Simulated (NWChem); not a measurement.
System: hydrogen chloride (HCl); SMILES Cl

```xyz
2

Cl     0.0000     0.0000     0.0717
H      0.0000     0.0000    -1.2069
```
Atoms are numbered in this order, from 1.

Structure relaxed at the PBE0-D3(BJ)/def2-TZVP level.

### Question
Give the principal values of the shielding tensors (ppm) of Cl1 from Hartree-Fock/pcSseg-2, GIAO (NWChem), with their diamagnetic and paramagnetic parts as GIAO splits them.

### Answer
| atom | σ11 | σ22 | σ33 | isotropic | diamagnetic | paramagnetic |
|---|---|---|---|---|---|---|
| Cl1 | 850.0 | 850.0 | 1148.5 | 949.5 | 1145.6 | -196.1 |
